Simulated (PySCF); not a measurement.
PySCF input (BP86/6-31G* (5d)):

```python
from pyscf import gto, dft

mol = gto.M(
    atom='''
    O    -0.00000000   -0.00000000   -0.10852476
    H     0.00000000    0.00000000    0.86819804
    ''',
    basis='6-31g*',
    charge=0,
    spin=1,
    symmetry='C2v',
    verbose=4,
)

mf = dft.UKS(mol, xc='bp86')
mf.grids.level = 3
mf.conv_tol = 1e-9
mf.max_cycle = 100
mf.max_memory = 1500
mf.kernel()
if not mf.converged:
    mf = mf.newton()
    mf.kernel(mf.make_rdm1())
mf.dip_moment()
```

Output:

```
PySCF version 2.14.0

[INPUT] verbose = 4
[INPUT] num. atoms = 2
[INPUT] num. electrons = 9
[INPUT] charge = 0
[INPUT] spin (= nelec alpha-beta = 2S) = 1
[INPUT] symmetry C2v subgroup None
[INPUT] Mole.unit = angstrom
[INPUT] Symbol           X                Y                Z      unit          X                Y                Z       unit  Magmom
[INPUT]  1 O      0.000000000000   0.000000000000  -0.108524760000 AA    0.000000000000   0.000000000000  -0.205082074134 Bohr   0.0
[INPUT]  2 H      0.000000000000   0.000000000000   0.868198040000 AA    0.000000000000   0.000000000000   1.640656517484 Bohr   0.0

nuclear repulsion = 4.33430824729391
point group symmetry = Coov, use subgroup C2v
symmetry origin: [ 0.00000000e+00  0.00000000e+00 -8.39878278e-09]
symmetry axis x: [1. 0. 0.]
symmetry axis y: [0. 1. 0.]
symmetry axis z: [0. 0. 1.]
num. orbitals of irrep A1 = 9
num. orbitals of irrep A2 = 1
num. orbitals of irrep B1 = 3
num. orbitals of irrep B2 = 3
number of shells = 8
number of NR pGTOs = 31
number of NR cGTOs = 16
basis = 6-31g*
ecp = {}

******** <class 'pyscf.dft.uks_symm.SymAdaptedUKS'> ********
method = SymAdaptedUKS
initial guess = minao
damping factor = 0
level_shift factor = 0
DIIS = <class 'pyscf.scf.diis.CDIIS'>
diis_start_cycle = 1
diis_space = 8
diis_damp = 0
SCF conv_tol = 1e-09
SCF conv_tol_grad = None
SCF max_cycles = 100
direct_scf = True
direct_scf_tol = 1e-13
number electrons alpha = 5  beta = 4
XC library pyscf.dft.libxc version 7.1.2
    S. Lehtola, C. Steigemann, M. J. T. Oliveira, and M. A. L. Marques,  SoftwareX 7, 1–5 (2018)
XC functionals = bp86
    A. D. Becke,  Phys. Rev. A 38, 3098 (1988)
    J. P. Perdew,  Phys. Rev. B 33, 8822 (1986)
    J. P. Perdew,  Phys. Rev. B 34, 7406–7406 (1986)
radial grids:
    Treutler-Ahlrichs [JCP 102, 346 (1995); DOI:10.1063/1.469408] (M4) radial grids

becke partition: Becke, JCP 88, 2547 (1988); DOI:10.1063/1.454033
pruning grids: <function nwchem_prune>
grids dens level: 3
symmetrized grids: C2v
atomic radii adjust function: <function treutler_atomic_radii_adjust>
small_rho_cutoff = 0
Freeze 0 electrons in irreps []
    9 free electrons in irreps A1 A2 B1 B2
Set gradient conv threshold to 3.16228e-05
tot grids = 23896
init E= -75.6581430675961
alpha HOMO (B1) = -0.366951531635324  LUMO (A1) = 0.0386746576154309
beta  HOMO (B1) = -0.366951531635324  LUMO (B2) = -0.366951531635324

WARN: HOMO -0.366951531635324 >= LUMO -0.366951531635324

WARN: alpha-B1 HOMO -0.366951531635324 > system LUMO -0.366951531635324

WARN: alpha-B2 HOMO -0.366951531635324 > system LUMO -0.366951531635324

WARN: beta-B1 HOMO -0.366951531635324 > system LUMO -0.366951531635324

cycle= 1 E= -75.6842060376856  delta_E= -0.0261  |g|= 0.276  |ddm|= 0.841
alpha HOMO (B1) = -0.171835941942185  LUMO (A1) = 0.072591047003578
beta  HOMO (B1) = -0.149869938324956  LUMO (B2) = -0.126100423401047
  HOMO = -0.149869938325  LUMO = -0.126100423401  gap/eV = 0.64680
cycle= 2 E= -75.6572830180802  delta_E= 0.0269  |g|= 0.383  |ddm|= 0.507
alpha HOMO (B1) = -0.268834759474481  LUMO (A1) = 0.0501731903202822
beta  HOMO (B1) = -0.246285151508918  LUMO (B2) = -0.217786480222062
  HOMO = -0.246285151509  LUMO = -0.217786480222  gap/eV = 0.77549
cycle= 3 E= -75.7166153766465  delta_E= -0.0593  |g|= 0.0116  |ddm|= 0.305
alpha HOMO (B1) = -0.264987808203008  LUMO (A1) = 0.0537729547883754
beta  HOMO (B1) = -0.242094812356012  LUMO (B2) = -0.211001262807079
  HOMO = -0.242094812356  LUMO = -0.211001262807  gap/eV = 0.84610
cycle= 4 E= -75.716672896359  delta_E= -5.75e-05  |g|= 0.00326  |ddm|= 0.00969
alpha HOMO (B1) = -0.265656568617799  LUMO (A1) = 0.052970026671987
beta  HOMO (B1) = -0.242541779327487  LUMO (B2) = -0.21102208831483
  HOMO = -0.242541779327  LUMO = -0.211022088315  gap/eV = 0.85769
cycle= 5 E= -75.716678195081  delta_E= -5.3e-06  |g|= 0.000366  |ddm|= 0.003
alpha HOMO (B1) = -0.265712745087033  LUMO (A1) = 0.0530414830762189
beta  HOMO (B1) = -0.242486117631571  LUMO (B2) = -0.210987495964685
  HOMO = -0.242486117632  LUMO = -0.210987495965  gap/eV = 0.85712
cycle= 6 E= -75.7166783476083  delta_E= -1.53e-07  |g|= 4.73e-05  |ddm|= 0.000683
alpha HOMO (B1) = -0.265712046130466  LUMO (A1) = 0.0530605422718957
beta  HOMO (B1) = -0.242475115683359  LUMO (B2) = -0.210978917942738
  HOMO = -0.242475115683  LUMO = -0.210978917943  gap/eV = 0.85706
cycle= 7 E= -75.7166783501851  delta_E= -2.58e-09  |g|= 4.19e-06  |ddm|= 0.000102
alpha HOMO (B1) = -0.26571187163898  LUMO (A1) = 0.0530616765295888
beta  HOMO (B1) = -0.242475399388007  LUMO (B2) = -0.21097929103737
  HOMO = -0.242475399388  LUMO = -0.210979291037  gap/eV = 0.85705
cycle= 8 E= -75.7166783502011  delta_E= -1.6e-11  |g|= 5.05e-07  |ddm|= 7.38e-06
alpha HOMO (B1) = -0.265711894984156  LUMO (A1) = 0.053061528978299
beta  HOMO (B1) = -0.24247557082796  LUMO (B2) = -0.210979373291372
  HOMO = -0.242475570828  LUMO = -0.210979373291  gap/eV = 0.85706
Extra cycle  E= -75.7166783502013  delta_E= -1.56e-13  |g|= 1.67e-07  |ddm|= 8.99e-07
converged SCF energy = -75.7166783502013  <S^2> = 0.75154168  2S+1 = 2.0015411
Dipole moment(X, Y, Z, Debye):  0.00000,  0.00000,  1.73596
```
